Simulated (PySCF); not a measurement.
# How the method changes the constants of LiS

State: ²Π (doublet), unpaired electrons π ↑. Set-up: Li aug-cc-pVDZ, S aug-cc-pV(D+d)Z; no relativity (PySCF 2.14). De refers to Li + S in their high-spin ground configurations, without counterpoise correction. The functionals are run spin-unrestricted. A positive dipole means Li(−)S(+).

```
      Level  Re (Å)  ωe (cm⁻¹)  De (eV)  μ (D)
        UHF   2.193        567     2.01  -7.51
    UHF-MP2   2.176        555     2.90    n/a
UHF-SCS-MP2   2.169        557     2.89    n/a
   UHF-CCSD   2.172        551     2.84    n/a
UHF-CCSD(T)   2.176        546     2.89    n/a
        PBE   2.186        555     3.15  -6.87
     revPBE   2.199        547     3.02  -6.92
       PW91   2.185        555     3.20  -6.85
     r²SCAN   2.190        558     3.21  -7.16
       PBE0   2.176        568     3.09  -7.06
     M06-2X   2.175        568     3.29  -7.04
  CAM-B3LYP   2.165        576     3.17  -7.07
```

The bond length runs from 2.165 Å (CAM-B3LYP) to 2.199 Å (revPBE). De spans 2.01 eV (UHF, mean field) to 3.29 eV (M06-2X, hybrid meta-GGA). Correlation at CCSD(T) changes the Hartree–Fock bond energy by +0.88 eV; the triples alone change it by +0.05 eV.

Correlated steps freeze 5 core orbitals. Correlated levels converge slowly with the basis: in double zeta they bind strong bonds too weakly, by up to about 1 eV, and carry superposition errors of some tenths. The state is the lowest determinant that a PBE0 search found; another state may lie lower at other levels.
